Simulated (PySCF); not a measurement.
Simulated outer-valence photoelectron spectrum of methylenesilane (`C=[SiH2]`). The calculation used EOM-IP-CCSD/aug-cc-pVDZ in PySCF, restricted Hartree–Fock reference, 6 core orbitals frozen, non-relativistic, gas phase, PBE0-D3(BJ)/def2-SVP geometry.

Each root has a Gaussian of 0.8 eV full width with its one-hole share as area; cross sections and vibrations are left out, and the highest printed point is 100.

ionisation energy (eV), intensity and a bar:
```
      7.8          1 
      8.0          3 #
      8.2         10 ###
      8.4         25 #######
      8.6         42 #############
      8.8         51 ###############
      9.0         43 #############
      9.2         26 ########
      9.4         11 ###
      9.6          3 #
      9.8          1 
     10.0          0 
     10.2          0 
     10.4          0 
     10.6          0 
     10.8          0 
     11.0          0 
     11.2          0 
     11.4          0 
     11.6          1 
     11.8          4 #
     12.0         16 #####
     12.2         42 #############
     12.4         77 #######################
     12.6        100 ##############################
     12.8         92 ###########################
     13.0         59 ##################
     13.2         27 ########
     13.4         10 ###
     13.6          6 ##
     13.8         12 ####
     14.0         27 ########
     14.2         43 #############
     14.4         50 ###############
     14.6         40 ############
     14.8         23 #######
     15.0          9 ###
     15.2          3 #
     15.4          1 
     15.6          0 
     15.8          0 
     16.0          1 
     16.2          5 ##
     16.4         15 #####
     16.6         31 #########
     16.8         43 #############
     17.0         43 #############
     17.2         30 #########
     17.4         15 #####
     17.6          5 ##
     17.8          1 
     18.0          0
```

Where are the maxima, and how many lines lie under the curve?

4 maxima, at 8.8, 12.6, 14.4 and 16.9 eV, from 5 lines. At this width some lines have no maximum of their own.

List the lines with their holes.

```tsv
E (eV)	leading hole (HF orbital)	area	Koopmans (eV)
8.81	HOMO	0.95	8.55
12.64	HOMO-1	0.94	13.39
12.66	HOMO-2	0.95	13.62
14.38	HOMO-3	0.93	15.63
16.90	HOMO-4	0.84	18.59
```

The widest gap, 3.83 eV, lies between 8.81 and 12.64 eV. Only orbitals with −ε under 21 eV, eight at most, were ionised, so the high end of the curve may lack lines.
